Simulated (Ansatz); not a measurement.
This was printed by a script on Ansatz's Python interface, for a ladder of basis sets of CH5BS, SMILES BSC. What did the script look like? Level of theory (for the species named): MP2, cc-pVDZ basis, multiplicity 1. The script varies basis: cc-pVDZ, cc-pVTZ.

```yaml
atoms:
  - { symbol: B, position_ang: [-0.8531, 0.8206, -0.8732] }
  - { symbol: S, position_ang: [0.8501, 0.1770, -0.9667] }
  - { symbol: C, position_ang: [0.7009, -0.6752, 0.6213] }
  - { symbol: H, position_ang: [-1.7263, 0.2510, -1.3315] }
  - { symbol: H, position_ang: [-1.1010, 1.9068, -0.3978] }
  - { symbol: H, position_ang: [0.5409, 0.0696, 1.4477] }
  - { symbol: H, position_ang: [1.7207, -1.1907, 0.8442] }
  - { symbol: H, position_ang: [-0.0400, -1.4163, 0.6002] }
```

```console
$ python run_basis.py
cc-pVDZ          71 orbitals  reference    -462.968466 Ha  total    -463.332560 Ha
cc-pVTZ         164 orbitals  reference    -463.005327 Ha  total    -463.463400 Ha
correlation energy: -0.364094 and -0.458073 Ha, extrapolated -0.497644 Ha
share caught by the larger set: 92.0 %
```

One script that gives this output:

The script, `run_basis.py`:
```python
import warnings

import ansatz as az

warnings.simplefilter("ignore", az.DeckWarning)

geometry_ang = [
    ("B", [-0.8531, 0.8206, -0.8732]),
    ("S", [0.8501, 0.177, -0.9667]),
    ("C", [0.7009, -0.6752, 0.6213]),
    ("H", [-1.7263, 0.251, -1.3315]),
    ("H", [-1.101, 1.9068, -0.3978]),
    ("H", [0.5409, 0.0696, 1.4477]),
    ("H", [1.7207, -1.1907, 0.8442]),
    ("H", [-0.04, -1.4163, 0.6002]),
]
mol = az.Crystal.molecule()
for symbol, xyz in geometry_ang:
    mol = mol.atom(symbol, xyz)

calc = mol.calculation().correlation("mp2")

energies = {}
for basis in ["cc-pVDZ", "cc-pVTZ"]:
    data = calc.basis(gaussian=basis).run().report
    size = data["n_frozen"] + data["n_occupied"][0] + data["n_virtual"][0]
    energies[basis] = (data["reference_energy_ev"] / 27.211386246, data["free_energy_ev"] / 27.211386246)
    print(f"{basis:14s} {size:4d} orbitals  reference {energies[basis][0]:14.6f} Ha  total {energies[basis][1]:14.6f} Ha")

small, large = (energies[b][1] - energies[b][0] for b in ("cc-pVDZ", "cc-pVTZ"))
limit = (3 ** 3 * large - 2 ** 3 * small) / (3 ** 3 - 2 ** 3)
print(f"correlation energy: {small:.6f} and {large:.6f} Ha, extrapolated {limit:.6f} Ha")
print(f"share caught by the larger set: {100 * large / limit:.1f} %")
```

Against cc-pVDZ: cc-pVTZ -130.8 mHa. The last step alone is -130.84 mHa.

What to keep in mind:
- The drop along the ladder measures the basis error, and is no property of the molecule.
- The geometry is a force-field or estimated start, not a minimum of this method, and the last set is no limit. Much of the fall in a total is atomic energy, which cancels in bond and reaction energies.
- Inner cores stay frozen, so this is valence correlation.
- For Al to Cl the sets with a tight d function, cc-pV(X+d)Z, are usual.
- An extrapolation from small basis sets is rough.
- Hardware and time: 2.9 s on 1 thread of Arm Neoverse V2 (shared host), peak memory 0.32 GiB.

(Lines on the test bed's own set-up are left out of the output.)
